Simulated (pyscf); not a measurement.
PySCF, gas phase, ωB97X-D3(BJ)/def2-SVP geometries. Correlated levels are frozen-core, on RHF or UHF. ΔMP2 is the change of the MP2 total energy from the triple- to the quadruple-zeta basis.

Task: H₃C–AlH–CH₃ → ethane (H₃C–CH₃) + AlH [singlet]
Surface: singlet. Broken: Al–C, Al–C. Formed: C–C. Give ΔE‡ and ΔE from CCSD(T)/def2-TZVPP + ΔMP2(QZVPP), relative to the reactant's lowest minimum found.

Result: ΔE‡ = 460.1 kJ/mol, ΔE = +153.8 kJ/mol. Zero-point energy shifts the barrier by -4.5 kJ/mol. It is a 1,1-elimination, with an imaginary mode of 663i cm⁻¹. The same reactants have a lower exit, to CH₄ + H₃C–Al [singlet] (barrier +320.2 kJ/mol at ωB97M-D3(BJ), against +502.1 kJ/mol here). This is the saddle that the search found; another between the same sides may lie lower. A restricted solution here is unstable towards spin polarisation, so biradical character is likely and single-reference numbers are less safe. The CCSD(T) − MP2 part came from Ansatz, without density fitting, on the same reference. The largest closed-shell T1 diagnostic is 0.034, which may signal static correlation.
